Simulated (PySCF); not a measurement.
acetonitrile (C2H3N), SMILES CC#N. Geometry optimised at PBE0-D3(BJ)/def2-TZVP.

Computed equilibrium geometry at PBE0-D3(BJ)/def2-TZVP (PySCF confirms it by a frequency run) as bond lengths and angles, and its point group:
point group C3v.
Atoms: C1 C2 N3 H4 H5 H6. Bonded distances (Å): C1–C2 1.449, C1–H4 1.091, C1–H5 1.091, C1–H6 1.091, C2–N3 1.149. Angles (°): C2–C1–H4 110.1, C2–C1–H5 110.1, C2–C1–H6 110.1, H4–C1–H5 108.8, H4–C1–H6 108.8, H5–C1–H6 108.8, C1–C2–N3 180.0.
Charge 0, spin multiplicity 1.
